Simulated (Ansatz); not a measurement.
**What a trial cell of Be2Au relaxes into**

The calculation used DFT PBE, scalar-relativistic, plane waves, PAW (Ansatz 0.2.0). Cutoff 420 eV, Γ-centred k mesh, Gaussian smearing, no spin polarisation in the final step.

Be2Au was placed on the AlB2 structure type (P6/mmm, No. 191), with Au in place of Al, Be in place of B, at a guessed volume.

```xyz
3
Lattice="3.2292 0.0000 0.0000 -1.6146 2.7966 0.0000 0.0000 0.0000 3.4867" Properties=species:S:1:pos:R:3 pbc="T T T"
Be    0.0000    1.8644    1.7434
Be    1.6146    0.9322    1.7434
Au    0.0000    0.0000    0.0000
```

Cell and atoms relax at zero pressure; the relaxation can't lower the symmetry of the start. After a coarse first stage the cell is made exact in the group found at 0.06 Å.

The zero of energy is the elements' standard structures at the same level; no fitted shifts are applied.

Which crystal results?

It keeps P6/mmm (No. 191), but not the shape of the type it started on. Conventional cell: a = 3.871 Å, c = 2.676 Å. Be has 3 Be at 2.24 Å, 6 Au at 2.60 Å and 2 Be at 2.68 Å; Au has 12 Be at 2.60 Å and 2 Au at 2.68 Å.

```
Be Au
1.0
     3.87120    0.00000    0.00000
    -1.93560    3.35256    0.00000
     0.00000    0.00000    2.67619
Be Au
2 1
Direct
  0.33333 0.66667 0.50000
  0.66667 0.33333 0.50000
  0.00000 0.00000 0.00000
```

What are its volume, energy, density and gap?

The volume per atom is 11.58 Å³. The density is 10.28 g/cm³, the energy over the elements is 0.07 eV/atom and the gap on the 12×12×18 mesh is 0 eV (a metal).

The final run used a 12×12×18 mesh on its 3-atom cell and 0.10 eV smearing. The k mesh leaves about 4 meV/atom of noise in metals. Spin–orbit coupling is left out. Symmetry constrained the relaxation, so the result can be a saddle point. The steps took about 40 core-seconds in all.

Cost: 3 runs of about 0.62 core-minutes in all, on Intel Xeon Platinum 8488C (Sapphire Rapids) (shared hosts).